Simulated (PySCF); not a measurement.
Species: C4H6N2.
SMILES with atom numbers: `[CH3:1][n:2]1[cH:3][cH:4][n:5][cH:6]1` (hydrogens: H7, H8, H9 on C1; H10 on C3; H11 on C4; H12 on C6)

The same species was optimised twice, with GFN2-xTB and with PBE0-D3(BJ)/def2-SVP (PySCF), and the same property calculations (PySCF, gas phase) were run on both structures.

| coordinate | GFN2-xTB | PBE0-D3(BJ)/def2-SVP | change |
| --- | --- | --- | --- |
| C3–C4 (Å) | 1.365 | 1.376 | +0.011 |
| N2–C6 (Å) | 1.353 | 1.362 | +0.009 |
| C4–N5 (Å) | 1.358 | 1.365 | +0.007 |
| N2–C3 (Å) | 1.367 | 1.373 | +0.006 |
| N5–C6 (Å) | 1.304 | 1.309 | +0.005 |
| C1–N2 (Å) | 1.434 | 1.439 | +0.005 |
| C1–N2–C6 (°) | 127.6 | 126.8 | -0.8 |
| N2–C3–C4 (°) | 106.1 | 105.5 | -0.6 |
| C3–C4–N5 (°) | 110.0 | 110.5 | +0.5 |
| C1–N2–C3 (°) | 126.3 | 126.7 | +0.4 |
| C3–N2–C6 (°) | 106.1 | 106.5 | +0.4 |
| C4–N5–C6 (°) | 105.6 | 105.3 | -0.3 |
| N2–C6–N5 (°) | 112.3 | 112.3 | 0.0 |

Rotational constants: A = 9380, B = 3665, C = 2680 MHz (GFN2-xTB) against A = 9230, B = 3635, C = 2652 MHz (PBE0-D3(BJ)/def2-SVP).

On the GFN2-xTB structure: HOMO (eV) -6.59 [PBE0/pcSseg-1]; LUMO (eV) 0.70 [PBE0/pcSseg-1]; dipole (D) 4.21 [PBE0/pcSseg-1]; GIAO shielding of C1 (ppm) 153.3 [PBE0/pcSseg-1]; GIAO shielding of N2 (ppm) 83.9 [PBE0/pcSseg-1]; GIAO shielding of C3 (ppm) 64.3 [PBE0/pcSseg-1]; GIAO shielding of C4 (ppm) 49.8 [PBE0/pcSseg-1]; GIAO shielding of N5 (ppm) -37.3 [PBE0/pcSseg-1]; GIAO shielding of C6 (ppm) 46.6 [PBE0/pcSseg-1].

What do these properties become on the PBE0-D3(BJ)/def2-SVP structure?

```
                                    property          level  on GFN2-xTB  on PBE0-D3(BJ)/def2-SVP  change
                                   HOMO (eV)  PBE0/pcSseg-1        -6.59                    -6.57   +0.02
                                   LUMO (eV)  PBE0/pcSseg-1         0.70                     0.63   -0.07
                                  dipole (D)  PBE0/pcSseg-1         4.21                     4.22   +0.01
energy, GFN2-xTB geometry as zero (kcal/mol)  PBE0/pcSseg-1          0.0                     -0.3    -0.3
                  GIAO shielding of C1 (ppm)  PBE0/pcSseg-1        153.3                    151.6    -1.7
                  GIAO shielding of N2 (ppm)  PBE0/pcSseg-1         83.9                     79.8    -4.1
                  GIAO shielding of C3 (ppm)  PBE0/pcSseg-1         64.3                     61.8    -2.5
                  GIAO shielding of C4 (ppm)  PBE0/pcSseg-1         49.8                     47.4    -2.4
                  GIAO shielding of N5 (ppm)  PBE0/pcSseg-1        -37.3                    -39.1    -1.8
                  GIAO shielding of C6 (ppm)  PBE0/pcSseg-1         46.6                     44.0    -2.6
```

The heavy atoms differ by 0.009 Å rms after alignment. Among bonds between heavy atoms C3–C4 changes most (+0.011 Å). Changes are differences of the printed values. Neither structure is proved a minimum here.
